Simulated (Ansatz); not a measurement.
Results of B3LYP (VWN-RPA form) (Ansatz, a quantum-chemistry and plane-wave program, PAW) for pyrite RuS2.

Settings: plane-wave cutoff 460 eV, 4×4×4 k mesh, Fermi–Dirac smearing 0.01 eV, no spin polarisation, scalar-relativistic PAW data made under PBE.

Cell (measured lattice):

```cif
data_Ru4S8
_chemical_formula_sum 'Ru4 S8'
_space_group_name_H-M_alt 'Pa-3'
_space_group_IT_number 205
_space_group_name_Hall '-P 2ac 2ab 3'
_cell_length_a 5.61000
_cell_length_b 5.61000
_cell_length_c 5.61000
_cell_angle_alpha 90.000
_cell_angle_beta 90.000
_cell_angle_gamma 90.000
loop_
_atom_site_label
_atom_site_type_symbol
_atom_site_symmetry_multiplicity
_atom_site_Wyckoff_symbol
_atom_site_fract_x
_atom_site_fract_y
_atom_site_fract_z
_atom_site_occupancy
Ru1 Ru 4 a 0.00000 0.00000 0.00000 1
S1 S 8 c 0.38622 0.38622 0.38622 1
```

Problem. Estimate the band gap and smallest direct gap on the k points sampled that the calculation returns.

Solution. 
- band gap: 1.96 eV
- smallest direct gap on the k points sampled: 2.34 eV

Note: cell and atoms aren't relaxed at this level (largest force component 0.37 eV/Å, pressure 9.0 GPa).

Spin–orbit coupling is not included.

Static lattice: no zero-point or thermal effects.
